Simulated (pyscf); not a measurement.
PH₃ + BH [singlet] → H₂B–PH₂, an insertion (singlet surface; H–P broken, B–P, B–H formed). Single points on ωB97X-D3(BJ)/def2-SVP structures (PySCF, gas phase). Correlated levels are frozen-core, on RHF or UHF. ΔMP2 is the change of the MP2 total energy from the triple- to the quadruple-zeta basis. Energies in kJ/mol from the separated reactants.

GFN2-xTB: tblite. 

Task: In single points GFN2-xTB puts the saddle at -110.9 kJ/mol and the reaction energy at -450.3 kJ/mol. Should these be trusted to within a few kcal/mol? Compare with CCSD(T)/def2-TZVPP + ΔMP2(QZVPP).

Result: CCSD(T)/def2-TZVPP + ΔMP2(QZVPP) gives ΔE‡ = -25.8 kJ/mol and ΔE = -371.4 kJ/mol. GFN2-xTB lies 85.1 kJ/mol under it in the barrier and 78.9 kJ/mol under it in the reaction energy, so on this step it does not hold to within 12.6 kJ/mol. CCSD(T)/def2-TZVPP + ΔMP2(QZVPP) has limits of its own. On the reactant side the descent ends in an adduct with a B–P contact, 85.1 kJ/mol under the separated species and 43.4 kJ/mol under the saddle at ωB97X-D3(BJ)/def2-TZVP. At CCSD(T) the saddle lies under the separated reactants, which points to a path from their complex (located at ωB97X-D3(BJ) alone). What is counted as formed (B–P) is already present as a longer contact in the reactant adduct; forming that adduct is a step of its own. At ωB97X-D3(BJ) the barrier from the zero used here is -41.7 kJ/mol. One saddle was located; it need not be the lowest between these sides. The CCSD(T) − MP2 part came from Ansatz, without density fitting, on the same reference.
